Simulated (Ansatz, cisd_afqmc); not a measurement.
Species: CHN, charge 0, triplet. This triplet is an excited state, 4.7 eV above the singlet at CCSD(T)/cc-pV5Z (Ansatz, a program for electronic structure). CHN (parent SMILES [C-]#[NH+], triplet).
B3LYP-D3(BJ)/def2-TZVP minimum from Ansatz:
```
N
C 1 1.2552
H 1 1.0401 2 113.70
```
Charge 0, spin multiplicity 3.

Total energies in cc-pVTZ, 10 correlated electrons, 2 frozen orbitals. Radicals and triplets start from unrestricted determinants; spin-orbit coupling is neglected. Cores are frozen in correlated methods. No relativity. AFQMC/CISD: phaseless, guided by CISD from CCSD amplitudes; bars are statistical, one sigma. Outlying blocks are dropped, and bars are widened where a walk drifts. Over all cases where full CI ran beside it in this data, AFQMC minus full CI had a median of +0.1 mEh and passed +0.4 mEh in a tenth of the cases. The UHF reference of CHN (parent SMILES [C-]#[NH+], triplet) is spin-contaminated (<S^2> up to 0.31 over the pure value in the sets run). The spin of CHN (parent SMILES [C-]#[NH+], triplet) was assumed, and the state is the lowest solution found for it.

```tsv
method	program	energy (Eh)	minus CCSDT(Q) (mEh)
HF	Ansatz	-92.75669	326.91
MP2	Ansatz	-93.03105	52.55
CCSD	Ansatz	-93.06483	18.77
CCSD(T)	Ansatz	-93.08033	3.27
CCSDT(Q)	Ansatz	-93.08359	0.00
AFQMC/CISD	cisd_afqmc	-93.0818 ± 0.0004	1.8 ± 0.4
```

Rough core times of Ansatz's runs on a shared machine: CCSD(T) 30 s, CCSDT(Q) 9 min.
